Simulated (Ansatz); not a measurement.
System: SiH₃, charge 1, singlet. SiH3+ (parent SMILES [SiH3], singlet).
B3LYP-D3(BJ)/def2-TZVP minimum from Ansatz (an electronic-structure program):
```
Si
H 1 1.4675
H 1 1.4675 2 120.00
H 1 1.4675 2 120.00 3 180.00
```
Charge +1, spin multiplicity 1.

Hartree-Fock and CCSD correlation energies in hartree (Ansatz). UHF or UKS for unpaired electrons; spin-orbit terms are left out. Correlated methods leave the cores frozen. No relativity.

| basis | X | E(HF) | E(corr, CCSD) |
|---|---|---|---|
| cc-pV(T+d)Z | 3 | -290.36404 | -0.12678 |
| cc-pV(Q+d)Z | 4 | -290.36770 | -0.13242 |
| cc-pV(5+d)Z | 5 | -290.36839 | withheld |

### Question
Fit E(corr) = E∞ + A/X³ to X = 3 and 4, predict X = 5, and compare with the run.

### Answer
A = (-0.12678 - (-0.13242))/(1/27 - 1/64) = 0.2634; E∞ = -0.13242 - A/64 = -0.13654; at X = 5, E∞ + A/125 = -0.13443. The run gave -0.13397, 0.46 mEh above the prediction. The same form on X = 4 and 5 gives E∞ = -0.13560, 0.94 mEh above the first estimate.
